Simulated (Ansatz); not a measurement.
```yaml
crystal:
  periodic: [false, false, false]
  atoms:
    - {symbol: Li, position_ang: [0.000000, 0.000000, -2.346068]}
    - {symbol: Mg, position_ang: [0.000000, 0.000000, 0.199012]}
    - {symbol: H, position_ang: [0.000000, 0.000000, 2.147056]}
basis:
  gaussian: {orbitals: def2-TZVP}
hamiltonian: {xc: pbe0}
relax: {f_tol: 0.004, max_steps: 80}
```

```sh
$ ansatz run in.yaml --threads 1 --pin off --events-out ev --progress --plain --max-ram 2176MiB
```

Steps of the relaxation (energy above the last step; positions in Å, forces in eV/Å):

```
3
step 1, 203.5 meV
Li    0.000    0.000   -2.346    0.000    0.000   -0.719
Mg    0.000    0.000    0.199    0.000    0.000    1.803
H     0.000    0.000    2.147    0.000    0.000   -1.084
```

```
3
step 2, 80.6 meV
Li    0.000    0.000   -2.403    0.000    0.000    0.000
Mg    0.000    0.000    0.394    0.000    0.000   -1.327
H     0.000    0.000    2.009    0.000    0.000    1.328
```

```
3
step 3, 2.2 meV
Li    0.000    0.000   -2.439    0.000    0.000    0.015
Mg    0.000    0.000    0.358    0.000    0.000   -0.203
H     0.000    0.000    2.081    0.000    0.000    0.188
```

```
3
step 5, 0.0 meV
Li    0.000    0.000   -2.442    0.000    0.000    0.001
Mg    0.000    0.000    0.348    0.000    0.000   -0.001
H     0.000    0.000    2.094    0.000    0.000    0.000
```

Close pairs at the end: Mg2–H3 1.746 Å, Li1–Mg2 2.790 Å.

A stationary point of restricted PBE0 after 5 steps (its stability towards spin polarisation wasn't tested); no frequencies were run, so it isn't proven a minimum. 2.4 s on 1 thread of Intel Xeon 6975P-C, shared host.
